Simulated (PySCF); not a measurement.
# Indirect couplings

Geometry:
```
atom   x (Å)   y (Å)   z (Å)
  C1   0.577  -0.036  -0.016
  N2  -0.561  -0.002  -0.023
  H3   1.672  -0.070  -0.009
  H4  -1.584   0.027  -0.028
```

Total charge +1.

Indirect spin–spin couplings were computed at B3LYP/pcJ-1 (PySCF 2.14.0 with density-fitted response routines) on a PBE0-D3(BJ)/def2-SVP structure, for the isolated molecule, without vibrational or relativistic corrections. Couplings are averaged over pairs made equivalent by symmetry, fast rotation or ring inversion, so a value needn't be that of the named pair in this geometry, while other rotamers aren't included; one pair stands for each set, and the list holds those of at least 1.5 Hz over up to four bonds.

Isotopes: 13C, 1H, 15N.

| pair | bonds | J (Hz) |
| --- | --- | --- |
| C1, N2 | 1 | -83.0 |
| C1, H3 | 1 | 377.2 |
| N2, H4 | 1 | ? |
| C1, H4 | 2 | 55.4 |
| N2, H3 | 2 | ? |
| H3, H4 | 3 | 10.9 |

Task: Estimate the withheld couplings, with signs.

Result: 
- 1J(N2,H4) = -163.8 Hz (bond length 1.024 Å)
- 2J(N2,H3) = -22.1 Hz (angle at C1 180°)
